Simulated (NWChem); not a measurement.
**PH2 (SMILES [PH2]) at UHF/cc-pVTZ**

What is the energy change on altering one bond length of PH2 at UHF/cc-pVTZ? 

Program for the calculation: NWChem 7.3.0.

7 further runs of the same task are left out: 7 set aside as unsound or not needed. Runs told in other sessions of the task aren't counted.

**1. The molecule**

The species is PH2 (3 atoms), meant as a doublet with charge 0. As SMILES, `[PH2]`. Geometry: relaxed at PBE0-D4/def2-TZVP.

Bond lengths: P1–H2 1.424 Å, P1–H3 1.424 Å. Angles: H2–P1–H3 91.5°.

**2. Energy and gradient at UHF/cc-pVTZ**

The input, calc.nw:

```
start calc
memory 2200 mb

geometry units angstroms noautosym nocenter noautoz
 P      0.525730    -0.309370     0.258210
 H      0.114640     1.051490     0.176750
 H     -0.640370    -0.742120    -0.434970
end

basis spherical bse
 P library cc-pVTZ
 H library cc-pVTZ
end

scf
 doublet
 uhf
 thresh 1e-08
 maxiter 80
end

task scf gradient
```

Run with:

```sh
$ nwchem calc.nw > calc.out
```

The log of the run:

```text
[...]
  functions       =    62
[...]
  wavefunction    = UHF
[...]
         Total SCF energy =   -341.886846824009
      One electron energy =   -495.464992986114
      Two electron energy =    142.169759653249
 Nuclear repulsion energy =     11.408386508856
                       Sz =      0.5000
                 Sz(Sz+1) =      0.7500
                      S^2 =      0.7687
[...]
                         UHF ENERGY GRADIENTS
    atom               coordinates                        gradient
                 x          y          z           x          y          z
   1 P       0.993486  -0.584625   0.487946    0.008211  -0.004833   0.004033
   2 H       0.216638   1.987028   0.334009   -0.003514   0.003823  -0.001537
   3 H      -1.210124  -1.402403  -0.821974   -0.004697   0.001010  -0.002496
[...]
```

Wall time 11 s (1 thread of Intel Xeon 6975P-C (Granite Rapids), shared host); peak memory 0.11 GiB.

**3. The distorted shape: a single-point energy at UHF/cc-pVTZ**

The input, a.nw:

```
START a
TITLE "H2P energy"
memory total 2200 mb

GEOMETRY noautosym nocenter noautoz
  P      1.019026    -1.942362     0.355960
  H      0.114640     1.051490     0.176750
  H     -0.147074    -2.375112    -0.337220
END

BASIS spherical bse
  * library cc-pVTZ
END

SCF
  doublet
  uhf
  thresh 1e-08
  maxiter 80
  noprint "final vectors analysis"
END

TASK scf energy
```

Run with:

```sh
$ nwchem a.nw > a.out
```

The log of the run:

```text
[...]
  functions       =    62
[...]
  wavefunction    = UHF
[...]
         Total SCF energy =   -341.798375087996
      One electron energy =   -489.070488512845
      Two electron energy =    139.011439805789
 Nuclear repulsion energy =      8.260673619060
                       Sz =      0.5000
                 Sz(Sz+1) =      0.7500
                      S^2 =      1.7463
[...]
```

Run time: 18 s. Hardware: 1 thread of Intel Xeon 6975P-C (Granite Rapids), shared host; peak memory 0.1 GiB.

**4. What came out**

At UHF/cc-pVTZ:

| quantity | value |
| --- | --- |
| first shape: total energy | -341.88685 Eh |
| first shape: dipole moment | 0.64 D |
| first shape: HOMO energy (highest over α and β) | -10.24 eV |
| first shape: LUMO energy (lowest over α and β) | 1.11 eV |
| first shape: ⟨S²⟩ | 0.769 |
| first shape: largest force on an atom | 0.532 eV/Å |
| distorted shape: total energy | -341.79838 Eh |
| distorted shape: dipole moment | 0.54 D |
| distorted shape: ⟨S²⟩ | 1.746 |
| energy change with the P1–H2 bond stretched from 1.424 to 3.133 Å | 2.407 eV |

In words: With the P1–H2 bond stretched from 1.424 to 3.133 Å the energy rises by 2.41 eV (232 kJ/mol). The first shape isn't relaxed at this level, so the change isn't measured from a minimum. The largest force (first shape) is 0.53 eV/Å: the shape isn't a stationary point for this species at this level. ⟨S²⟩ (distorted shape) is 1.75 where a pure doublet has 0.75: the reference is spin-contaminated.
